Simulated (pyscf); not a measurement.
Hydrogen abstraction: H₃Si–Si(SiH₃)(SiH₃)–Cl + CH₃• -> •H₂Si–Si(SiH₃)(SiH₃)–Cl + CH₄

Gas phase, doublet surface, charge 0. Bonds broken: Si3–H6. Bonds formed: H6–C15. Optimised with ωB97X-D3(BJ)/def2-SVP in PySCF.

Transition state (Å):

```xyz
18

Cl    -0.5204    -0.0335     2.5781
Si    -0.7658     0.5502     0.5709
Si    -0.8681    -1.4378    -0.6270
Si    -2.6729     1.8804     0.4892
Si     1.1645     1.7265     0.0152
H      0.4314    -2.2076    -0.1184
H     -2.1122    -2.1959    -0.3001
H     -0.8210    -1.1666    -2.0965
H     -2.8956     2.3291    -0.9179
H     -3.8547     1.0963     0.9496
H     -2.4969     3.0762     1.3632
H      2.3485     0.8306     0.1633
H      1.3220     2.9081     0.9114
H      1.0784     2.1915    -1.4018
C      1.7648    -2.6550     0.7211
H      1.6065    -3.7329     0.8276
H      1.6089    -2.0441     1.6161
H      2.5664    -2.3414     0.0443
```

One imaginary mode, 918i cm⁻¹; descent along it reached the two sides named.

```tsv
bond	change	reactant side (Å)	saddle	product side
Si3–H6	breaks	1.489	1.594	3.4
H6–C15	forms	3.1	1.638	1.100
```

Electronic energies relative to the separated reactants (kcal/mol):

```
level                   barrier  reaction energy  reverse barrier
----------------------  -------  ---------------  ---------------
ωB97X-D3(BJ)/def2-TZVP      5.1            -19.6             24.8
PBE/def2-TZVP               1.1            -22.9             23.9
r²SCAN/def2-TZVP            4.1            -19.4             23.5
B3LYP-D3(BJ)/def2-TZVP      3.3            -19.9             23.2
PBE0-D3(BJ)/def2-TZVP       2.5            -21.2             23.7
M06-2X/def2-TZVP            6.0            -21.8             27.8
ωB97M-D3(BJ)/def2-TZVP      6.1            -19.3             25.4
HF/def2-TZVP               19.7            -11.9             31.5
```

With ωB97M-D3(BJ)/def2-TZVP energies and thermal terms (ideal gas, 1 atm, RRHO with modes under 100 cm⁻¹ raised to 100, one conformer, R ln 2 for chiral ones without a mode under 150 cm⁻¹), in kcal/mol:

```
T (K)  ΔH‡   ΔG‡     ΔH     ΔG
-----  ---  ----  -----  -----
298    5.8  15.1  -16.0  -16.1
600    6.2  24.4  -16.6  -16.1
900    6.9  33.3  -17.2  -15.7
1200   7.6  42.0  -17.6  -15.1
```

•H₂Si–Si(SiH₃)(SiH₃)–Cl lies 6.3 kcal/mol over its isomer H₃Si–Si•(SiH₃)–SiH₂–Cl (electronic energy, ωB97M-D3(BJ)/def2-TZVP). One saddle was located; it need not be the lowest between these sides. The angle at the transferred H is 164°.
